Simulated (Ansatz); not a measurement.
# C2H2ClNO: small, medium and large basis sets

How large a basis does C2H2ClNO need? Two functionals are run in growing sets.

The runs use Ansatz 0.2.0, Gaussian basis; one geometry, several basis sets.

The runs, in order: PBE0-D4/def2-SVP; ωB97M-V/def2-SVP; PBE0-D4/def2-QZVPP; ωB97M-V/def2-QZVPP; the functionals' def2-TZVPP values are taken from earlier runs.

### 1 The relaxed structure

An earlier PBE0-D4 in a triple-zeta def2 set relaxation fixed the geometry.

SMILES `N=C(Cl)C=O`, 7 atoms, charge 0, spin multiplicity 1.

Atoms are counted from 1 here; the program's logs count them from 0.

Bond lengths: N1–C2 1.252 Å, N1–H6 1.018 Å, C2–Cl3 1.734 Å, C2–C4 1.507 Å, C4–O5 1.193 Å, C4–H7 1.106 Å. Angles: C2–N1–H6 113.5°, N1–C2–Cl3 126.4°, N1–C2–C4 118.2°, Cl3–C2–C4 115.4°, C2–C4–O5 124.4°, C2–C4–H7 111.7°, O5–C4–H7 124.0°.

### 2 PBE0-D4 in def2-SVP

The input, in.yaml:

```yaml
crystal:
  periodic: [false, false, false]
  atoms:
    - {symbol: N, position_ang: [-0.829271, 0.990237, 0.522741]}
    - {symbol: C, position_ang: [-0.020105, 0.045280, 0.377976]}
    - {symbol: Cl, position_ang: [0.788534, -0.819850, 1.644436]}
    - {symbol: C, position_ang: [0.303620, -0.408128, -1.022194]}
    - {symbol: O, position_ang: [1.056667, -1.294991, -1.285910]}
    - {symbol: H, position_ang: [-0.994711, 1.236430, 1.496841]}
    - {symbol: H, position_ang: [-0.243533, 0.183022, -1.779489]}
basis:
  gaussian: {orbitals: def2-SVP}
hamiltonian: {xc: pbe0, dispersion: d4}
output: {orbitals: {seedname: orbitals}}
```

After this run come: ωB97M-V in def2-SVP; PBE0-D4 in def2-QZVPP; ωB97M-V in def2-QZVPP.

Q: Predict the results of all the runs planned. Wanted: PBE0-D4: double and triple zeta above quadruple; ωB97M-V: double and triple zeta above quadruple.

**Answer**, as computed:

```
                                       quantity           value
PBE0-D4: double and triple zeta above quadruple  11.48, 0.66 eV
ωB97M-V: double and triple zeta above quadruple  11.59, 0.63 eV
```

**Reading.** For PBE0-D4 the step from double to triple zeta gains 10.82 eV and the next only 0.66 eV. These are total energies; as a rule much of such shifts cancels in differences, which this series doesn't test.
